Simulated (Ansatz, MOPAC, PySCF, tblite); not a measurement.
System: CH2, triplet: symmetric bend, bond length relaxed. Scanned: H-C-H angle. Other coordinates (C-H bond length) were minimised at PBE0/def2-TZVP.

GFN2-xTB, 300 K electronic temperature (tblite); AM1, unrestricted, heats of formation (MOPAC); UMP2/6-31G* = unrestricted MP2 (frozen core)/6-31G*, spherical d run with PySCF 2.14.0; FCI/aug-cc-pVDZ = full CI/aug-cc-pVDZ, frozen core run with Ansatz (an electronic-structure program).

Energies relative to the lowest point of each profile, in kcal/mol; the last columns give the difference from FCI:

```tsv
a / °	GFN2-xTB	AM1	UMP2/6-31G*	FCI/aug-cc-pVDZ	GFN2-xTB − FCI/aug-cc-pVDZ	AM1 − FCI/aug-cc-pVDZ	UMP2/6-31G* − FCI/aug-cc-pVDZ
173.05	3.2	0.6	7.5	6.0	-2.7	-5.3	1.5
163.72	2.5	0.3	5.9	4.6	-2.1	-4.3	1.2
155.08	1.5	0.0	3.8	2.9	-1.4	-2.9	0.9
146.04	0.5	0.1	1.7	1.1	-0.6	-1.1	0.5
140.52	0.1	0.5	0.7	0.4	-0.3	0.1	0.3
130.99	0.0	2.1	0.0	0.0	0.0	2.1	0.0
125.06	0.5	3.9	0.4	0.5	0.0	3.3	-0.1
117.68	1.9	7.0	2.1	2.2	-0.3	4.7	-0.2
108.85	5.0	12.1	5.9	6.0	-0.9	6.2	-0.1
98.73	11.0	20.4	13.2	12.8	-1.9	7.5	0.3
91.27	17.4	28.2	20.7	19.9	-2.5	8.4	0.9
83.91	25.6	37.6	30.2	28.6	-3.0	9.0	1.7
77.57	—	—	40.2	37.6	—	—	2.6
68.29	—	—	57.8	53.6	—	—	4.2
```

GFN2-xTB is furthest from FCI/aug-cc-pVDZ at 83.91 (-3.0 kcal/mol, below); its mean absolute difference over the points is 1.3 kcal/mol.

AM1 is furthest from FCI/aug-cc-pVDZ at 83.91 (9.0 kcal/mol, above); its mean absolute difference over the points is 4.6 kcal/mol.

UMP2/6-31G* is furthest from FCI/aug-cc-pVDZ at 68.29 (4.2 kcal/mol, above); its mean absolute difference over the points is 1.0 kcal/mol.

A dash means that the run gave no value there, or that the column was ended at a point which the program doubted or which failed a test of continuity chosen for this set; such a test can also cut sound points.

The scan ran from 180.0 to 60.0; beyond the range shown the relaxed coordinates jump or full CI changes its symmetry label.
